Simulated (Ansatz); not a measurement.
Input file:

```yaml
crystal:
  periodic: [false, false, false]
  atoms:
    - {symbol: Ge, position_ang: [0.000000, -0.086054, 0.763499]}
    - {symbol: B, position_ang: [0.000000, 1.232394, -0.645353]}
    - {symbol: Si, position_ang: [0.000000, -0.251817, -1.726289]}
basis:
  gaussian: {orbitals: cc-pVDZ}
magnetization: {spin_polarized: false, initial_magnetization: 1}
correlation: {active_space: {ras: {orbitals: [10, 1, 33], electrons: 21, max_holes: 2, max_particles: 2}, fixed_orbitals: true}}
```

```sh
$ ansatz run in.yaml --threads 1 --pin off --events-out ev --progress --plain --max-ram 2393MiB
```

Log:

```
647 factors; integrals over basis functions are off by at most 7.1e-4 eV
mean field evaluation 1: about -65001.7541 eV, gradient 1.0e1 eV
mean field evaluation 2: about -65001.9239 eV, gradient 9.9e0 eV
mean field evaluation 4: about -65002.4795 eV, gradient 2.9e0 eV
mean field evaluation 8: about -65002.5403 eV, gradient 2.8e-1 eV
mean field evaluation 16: about -65002.5495 eV, gradient 2.0e-6 eV
mean field evaluation 32: about -65002.5495 eV, gradient 1.9e-6 eV
mean field evaluation 64: about -65002.4727 eV, gradient 7.7e-1 eV
mean field evaluation 96: about -65002.4944 eV, gradient 1.2e0 eV
mean field -65002.54950624 eV, -2388.7996340438 hartree, gradient 2.2e-6 eV, S^2 0.750000; 12 other end points of the search recorded, 0 dependent functions left out
reference -65002.54950624 eV, -2388.7996340438 hartree; 26, 25 occupied and 33, 34 virtual orbitals, 647 factors
state -65009.44960452 eV, -2389.0532079785 hartree
Total energy: -65009.44960452 eV, -2389.0532079785 hartree
```

Natural occupations: 1.9989 1.9989 1.9989 1.9989 1.9988 1.9757 1.9546 1.9416 1.9357 1.9281 0.9982 0.0511 0.0371 0.0333 0.0274 0.0195 0.0159 0.0102 0.0100 0.0091 0.0069 0.0063 0.0053 0.0043.

Ran on 1 thread of Arm Neoverse V1, shared host: 28 s wall, 0.18 GiB peak host memory.
